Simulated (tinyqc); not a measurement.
UHF in the sto-3g basis, for CH2, spin multiplicity 1, step by step (part 2 of 2). Computed by tinyqc, a small Python program that keeps every step (integrals from PySCF). Command: `OMP_NUM_THREADS=1 python tinyqc.py 26816 26817 out.jsonl` (the two numbers bound the seeds that draw the settings). One thread of a shared host (Intel(R) Xeon(R) Processor @ 2.60GHz), about 0.2 s of CPU time with the checks.

Geometry (angstrom):
```
atom,x,y,z
C,0.000000,0.000000,0.000000
H,0.000000,1.049000,0.660000
H,0.000000,-1.102000,0.693000
```

## Iteration 2: diagonalisation and new density

extrapolated F(alpha) (hartree), lower triangle:
```
,1C 1s,1C 2s,1C 2px,1C 2py,1C 2pz,2H 1s,3H 1s
1C 1s,-11.012433
1C 2s,-2.961519,-1.384154
1C 2px,0.000343,0.136001,0.152206
1C 2py,-0.000478,-0.010602,-0.001963,-0.157376
1C 2pz,-0.018888,-0.059986,-0.204199,-0.008674,-0.156015
2H 1s,-0.536733,-0.583437,-0.003829,-0.344695,-0.231266,-0.378639
3H 1s,-0.465870,-0.534711,-0.004701,0.329874,-0.220612,-0.130891,-0.338673
```

extrapolated F(beta) (hartree), lower triangle:
```
,1C 1s,1C 2s,1C 2px,1C 2py,1C 2pz,2H 1s,3H 1s
1C 1s,-11.012433
1C 2s,-2.961519,-1.384154
1C 2px,-0.000343,-0.136001,0.152206
1C 2py,-0.000478,-0.010602,0.001963,-0.157376
1C 2pz,-0.018888,-0.059986,0.204199,-0.008674,-0.156015
2H 1s,-0.536733,-0.583437,0.003829,-0.344695,-0.231266,-0.378639
3H 1s,-0.465870,-0.534711,0.004701,0.329874,-0.220612,-0.130891,-0.338673
```

X, lower triangle:
```
,1C 1s,1C 2s,1C 2px,1C 2py,1C 2pz,2H 1s,3H 1s
1C 1s,1.026463
1C 2s,-0.146681,1.182291
1C 2px,0.000000,0.000000,1.000000
1C 2py,-0.000997,0.012593,0.000000,1.115479
1C 2pz,-0.009199,0.083591,0.000000,0.005956,1.044217
2H 1s,0.023732,-0.265394,0.000000,-0.229286,-0.139632,1.171634
3H 1s,0.022248,-0.234418,0.000000,0.208001,-0.125887,-0.018427,1.142410
```

Diagonalise F' = X^T F X, C = X C', fill 4 alpha and 4 beta electrons from the bottom; D(s) = C_occ C_occ^T. Each column has its largest component positive (the first on a tie).

F' = X^T F X (alpha) (hartree), lower triangle:
```
,1,2,3,4,5,6,7
1,-10.781011
2,-1.565873,-0.610998
3,-0.017911,0.145767,0.152206
4,-0.000932,0.007955,-0.001793,0.111519
5,-0.041704,0.099474,-0.200748,0.001341,-0.055816
6,-0.045050,-0.378445,-0.011523,-0.388067,-0.235733,-0.007414
7,-0.027022,-0.344105,-0.011875,0.367286,-0.220980,-0.030907,-0.018569
```

orbital energies (alpha) (hartree): MO1 -11.018215, MO2 -0.758020, MO3 -0.470997, MO4 -0.340041, MO5 0.269834, MO6 0.500442, MO7 0.606915

coefficients C (alpha):
```
,MO1,MO2,MO3,MO4,MO5,MO6,MO7
1C 1s,0.993334,-0.221844,0.010929,0.096340,-0.079884,0.151518,-0.040240
1C 2s,0.027598,0.727069,-0.048990,-0.440525,0.349701,-0.806217,0.231795
1C 2px,-0.000297,-0.084628,0.017136,0.427360,0.896748,0.075135,-0.010259
1C 2py,0.000350,0.018438,0.525144,-0.013286,-0.009353,0.225621,1.006499
1C 2pz,0.004057,0.095191,0.016973,0.727310,-0.277462,-0.698369,0.172599
2H 1s,-0.005846,0.290228,0.456117,0.217324,-0.144238,0.585090,-0.901919
3H 1s,-0.005308,0.253147,-0.472814,0.247877,-0.153566,0.885843,0.512436
```

F' = X^T F X (beta) (hartree), lower triangle:
```
,1,2,3,4,5,6,7
1,-10.781011
2,-1.565873,-0.610998
3,0.017911,-0.145767,0.152206
4,-0.000932,0.007955,0.001793,0.111519
5,-0.041704,0.099474,0.200748,0.001341,-0.055816
6,-0.045050,-0.378445,0.011523,-0.388067,-0.235733,-0.007414
7,-0.027022,-0.344105,0.011875,0.367286,-0.220980,-0.030907,-0.018569
```

orbital energies (beta) (hartree): MO1 -11.018215, MO2 -0.758020, MO3 -0.470997, MO4 -0.340041, MO5 0.269834, MO6 0.500442, MO7 0.606915

coefficients C (beta):
```
,MO1,MO2,MO3,MO4,MO5,MO6,MO7
1C 1s,0.993334,-0.221844,0.010929,0.096340,0.079884,0.151518,-0.040240
1C 2s,0.027598,0.727069,-0.048990,-0.440525,-0.349701,-0.806217,0.231795
1C 2px,0.000297,0.084628,-0.017136,-0.427360,0.896748,-0.075135,0.010259
1C 2py,0.000350,0.018438,0.525144,-0.013286,0.009353,0.225621,1.006499
1C 2pz,0.004057,0.095191,0.016973,0.727310,0.277462,-0.698369,0.172599
2H 1s,-0.005846,0.290228,0.456117,0.217324,0.144238,0.585090,-0.901919
3H 1s,-0.005308,0.253147,-0.472814,0.247877,0.153566,0.885843,0.512436
```

D(alpha) after iteration 2, lower triangle:
```
,1C 1s,1C 2s,1C 2px,1C 2py,1C 2pz,2H 1s,3H 1s
1C 1s,1.045328
1C 2s,-0.176858,0.725854
1C 2px,0.059839,-0.250641,0.190092
1C 2py,0.000716,-0.006459,0.001761,0.276293
1C 2pz,0.053167,-0.251908,0.303057,0.001007,0.538346
2H 1s,-0.044270,0.092773,0.076132,0.241989,0.193407,0.339539
3H 1s,-0.042718,0.097876,0.076409,-0.246923,0.196334,-0.088287,0.349108
```

D(beta) after iteration 2, lower triangle:
```
,1C 1s,1C 2s,1C 2px,1C 2py,1C 2pz,2H 1s,3H 1s
1C 1s,1.045328
1C 2s,-0.176858,0.725854
1C 2px,-0.059839,0.250641,0.190092
1C 2py,0.000716,-0.006459,-0.001761,0.276293
1C 2pz,0.053167,-0.251908,-0.303057,0.001007,0.538346
2H 1s,-0.044270,0.092773,-0.076132,0.241989,0.193407,0.339539
3H 1s,-0.042718,0.097876,-0.076409,-0.246923,0.196334,-0.088287,0.349108
```

## Iteration 11 (converged): orbitals

converged F(alpha) (hartree), lower triangle:
```
,1C 1s,1C 2s,1C 2px,1C 2py,1C 2pz,2H 1s,3H 1s
1C 1s,-10.986871
1C 2s,-2.953697,-1.387876
1C 2px,0.000967,0.157762,0.116451
1C 2py,-0.000622,-0.010421,-0.002471,-0.148174
1C 2pz,-0.013907,-0.069516,-0.229787,-0.009536,-0.090526
2H 1s,-0.535439,-0.576807,-0.013321,-0.339418,-0.227729,-0.365492
3H 1s,-0.464715,-0.527960,-0.015193,0.323703,-0.217415,-0.126823,-0.325242
```

converged F(beta) (hartree), lower triangle:
```
,1C 1s,1C 2s,1C 2px,1C 2py,1C 2pz,2H 1s,3H 1s
1C 1s,-10.986871
1C 2s,-2.953697,-1.387876
1C 2px,-0.000967,-0.157762,0.116451
1C 2py,-0.000622,-0.010421,0.002471,-0.148174
1C 2pz,-0.013907,-0.069516,0.229787,-0.009536,-0.090526
2H 1s,-0.535439,-0.576807,0.013321,-0.339418,-0.227729,-0.365492
3H 1s,-0.464715,-0.527960,0.015193,0.323703,-0.217415,-0.126823,-0.325242
```

As before.

F' = X^T F X (alpha) (hartree), lower triangle:
```
,1,2,3,4,5,6,7
1,-10.756587
2,-1.558770,-0.625739
3,-0.020686,0.174237,0.116451
4,-0.001064,0.008109,-0.002245,0.118280
5,-0.035026,0.089058,-0.223011,0.000593,0.012237
6,-0.046804,-0.370565,-0.024522,-0.385158,-0.239299,0.003091
7,-0.028734,-0.336370,-0.025658,0.363321,-0.224789,-0.028092,-0.007985
```

orbital energies (alpha) (hartree): MO1 -10.992562, MO2 -0.756588, MO3 -0.458936, MO4 -0.338708, MO5 0.283465, MO6 0.513308, MO7 0.609770

coefficients C (alpha):
```
,MO1,MO2,MO3,MO4,MO5,MO6,MO7
1C 1s,0.993369,-0.226683,0.011612,0.089359,-0.091384,0.141129,-0.041608
1C 2s,0.027423,0.751718,-0.053163,-0.423646,0.403635,-0.763054,0.241977
1C 2px,-0.000416,-0.105103,0.023902,0.500967,0.856095,0.066558,-0.009259
1C 2py,0.000355,0.018064,0.525110,-0.016831,-0.011018,0.247643,1.001263
1C 2pz,0.003552,0.084358,0.021982,0.669074,-0.322792,-0.731591,0.195319
2H 1s,-0.005701,0.270989,0.460665,0.243792,-0.175186,0.553788,-0.913042
3H 1s,-0.005175,0.235375,-0.467886,0.284347,-0.187982,0.886110,0.494237
```

F' = X^T F X (beta) (hartree), lower triangle:
```
,1,2,3,4,5,6,7
1,-10.756587
2,-1.558770,-0.625739
3,0.020686,-0.174237,0.116451
4,-0.001064,0.008109,0.002245,0.118280
5,-0.035026,0.089058,0.223011,0.000593,0.012237
6,-0.046804,-0.370565,0.024522,-0.385158,-0.239299,0.003091
7,-0.028734,-0.336370,0.025658,0.363321,-0.224789,-0.028092,-0.007985
```

orbital energies (beta) (hartree): MO1 -10.992562, MO2 -0.756588, MO3 -0.458936, MO4 -0.338708, MO5 0.283465, MO6 0.513308, MO7 0.609770

coefficients C (beta):
```
,MO1,MO2,MO3,MO4,MO5,MO6,MO7
1C 1s,0.993369,-0.226683,0.011612,0.089359,0.091384,0.141129,-0.041608
1C 2s,0.027423,0.751718,-0.053163,-0.423646,-0.403635,-0.763054,0.241977
1C 2px,0.000416,0.105103,-0.023902,-0.500967,0.856095,-0.066558,0.009259
1C 2py,0.000355,0.018064,0.525110,-0.016831,0.011018,0.247643,1.001263
1C 2pz,0.003552,0.084358,0.021982,0.669074,0.322792,-0.731591,0.195319
2H 1s,-0.005701,0.270989,0.460665,0.243792,0.175186,0.553788,-0.913042
3H 1s,-0.005175,0.235375,-0.467886,0.284347,0.187982,0.886110,0.494237
```

D(alpha) after iteration 11, lower triangle:
```
,1C 1s,1C 2s,1C 2px,1C 2py,1C 2pz,2H 1s,3H 1s
1C 1s,1.046286
1C 2s,-0.181635,0.748134
1C 2px,0.068455,-0.292522,0.262586
1C 2py,0.000852,-0.007198,0.002220,0.276350
1C 2pz,0.044449,-0.221109,0.326842,0.001807,0.455272
2H 1s,-0.039958,0.075779,0.104663,0.242689,0.196081,0.345114
3H 1s,-0.038520,0.081205,0.106529,-0.246228,0.199801,-0.082404,0.355199
```

D(beta) after iteration 11, lower triangle:
```
,1C 1s,1C 2s,1C 2px,1C 2py,1C 2pz,2H 1s,3H 1s
1C 1s,1.046286
1C 2s,-0.181635,0.748134
1C 2px,-0.068455,0.292522,0.262586
1C 2py,0.000852,-0.007198,-0.002220,0.276350
1C 2pz,0.044449,-0.221109,-0.326842,0.001807,0.455272
2H 1s,-0.039958,0.075779,-0.104663,0.242689,0.196081,0.345114
3H 1s,-0.038520,0.081205,-0.106529,-0.246228,0.199801,-0.082404,0.355199
```

## Convergence

Stop when the energy changes by less than 1e-10 hartree and every element of the error matrix X^T (F D S - S D F) X (for each spin) is below 3e-06.

Course of the cycle:
```
iteration,E (hartree),change,largest element of the error matrix
1,-38.13353374,-,1.84e-01
2,-38.34573631,-2.12e-01,3.38e-02
3,-38.35904166,-1.33e-02,1.48e-02
4,-38.36199467,-2.95e-03,7.91e-03
5,-38.36271946,-7.25e-04,4.64e-03
6,-38.36309893,-3.79e-04,1.81e-03
7,-38.36317620,-7.73e-05,2.56e-04
8,-38.36317820,-2.00e-06,7.96e-05
9,-38.36317837,-1.63e-07,1.52e-05
10,-38.36317837,-1.89e-09,1.32e-06
11,-38.36317837,-2.14e-11,6.62e-07
```

PySCF UHF in the same basis, after a stability check = -38.36317837 hartree

Converged in 11 iterations.

## Populations, bond orders and dipole

overlap S, lower triangle:
```
,1C 1s,1C 2s,1C 2px,1C 2py,1C 2pz,2H 1s,3H 1s
1C 1s,1.000000
1C 2s,0.248362,1.000000
1C 2px,0.000000,0.000000,1.000000
1C 2py,0.000000,0.000000,0.000000,1.000000
1C 2pz,0.000000,0.000000,0.000000,0.000000,1.000000
2H 1s,0.044026,0.408480,0.000000,0.349008,0.219586,1.000000
3H 1s,0.038166,0.376527,0.000000,-0.328627,0.206659,0.092529,1.000000
```

Mulliken: Z minus the diagonal of D S on the atom; Loewdin: the same with S^(1/2) D S^(1/2); Mayer order: 2 sum_s sum (D(s) S)_ij (D(s) S)_ji over the two atoms.

Charges (e):
```
atom,Mulliken,Loewdin,Mulliken spin
1C,-0.013342,0.016279,0
2H,0.011116,-0.005045,0
3H,0.002225,-0.011235,0
```

Mayer bond orders:
```
pair,order
2-1,0.984798
3-1,0.984917
3-2,0.015078
```

dipole moment about the origin, x y z (debye): 0.000000  0.048615  0.716764

<S^2> of the determinant (pure state: 0) = 0.774538
